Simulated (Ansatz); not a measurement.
For 1T (CdI2-type) PtSe2, r²SCAN-D4 in Ansatz (PAW) gives:

* **equilibrium lattice constant a**: 3.725 Å
* **lattice parameter c**: 5.376 Å

Task: What does PBE0 (Ansatz, an electronic-structure program, plane waves, PAW) give for the same quantities?

Result: 
- lattice constant a: 3.692 Å (falls by 0.9 %)
- lattice parameter c: 6.608 Å (increases by 23 %)

For comparison: lattice constant a 3.727 Å (measured, temperature not stated, not corrected to a static lattice; as tabulated in Björkman (2014), arXiv:1406.2436); lattice parameter c 5.074 Å (measured, temperature not stated, zero-point anharmonic expansion removed (computed with revB86b-DF2); no thermal correction; as tabulated in Björkman (2014), arXiv:1406.2436).

Changes are worked out from the printed values.

Unless a cell is named, each level is at its own relaxed cell (r²SCAN-D4 21.54, PBE0 26.01 Å³/atom).

Levels without +SOC leave out spin–orbit coupling, which shifts energies and cells of such heavy elements.

Caveats: the cell comes from a level without a dispersion term, which matters for the spacing of layers, chains or molecules (PBE0). Ansatz's density-functional and Hartree–Fock values are scalar-relativistic unless marked +SOC, with PAW data made under PBE.
